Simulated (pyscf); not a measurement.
Structures and frequencies: ωB97X-D3(BJ)/def2-SVP in PySCF. Correlated levels are frozen-core, on RHF or UHF. ΔMP2 is the change of the MP2 total energy from the triple- to the quadruple-zeta basis.

### Question
For the elementary gas-phase step Cl–Ga=Se + HCl → Cl–Ga(Cl)–SeH (singlet surface; Cl–H broken, H–Se, Cl–Ga formed), what barrier and reaction energy does CCSD(T)/def2-TZVPP + ΔMP2(QZVPP) give, measured from the separated reactants?

### Answer
ΔE‡ = -7.3 kJ/mol, ΔE = -176.7 kJ/mol. Zero-point energy shifts the barrier by -1.1 kJ/mol. It is an addition across a multiple bond or ene-type step, with an imaginary mode of 325i cm⁻¹. On the reactant side the descent ends in a complex, 30.6 kJ/mol under the separated species and 13.1 kJ/mol under the saddle at ωB97X-D3(BJ)/def2-TZVP. At CCSD(T) the saddle lies under the separated reactants, which points to a path from their complex (located at ωB97X-D3(BJ) alone). At ωB97X-D3(BJ) the barrier from the zero used here is -17.5 kJ/mol. One saddle was located; it need not be the lowest between these sides. The CCSD(T) − MP2 part came from Ansatz, without density fitting, on the same reference. The frozen core leaves the outer d or s,p core shells of the metals and heavy elements correlated in the MP2 and CC values, and def2-TZVPP describes them poorly, which can shift differences by a few kcal/mol. Elements up to Kr have no core potential and no relativistic terms here.
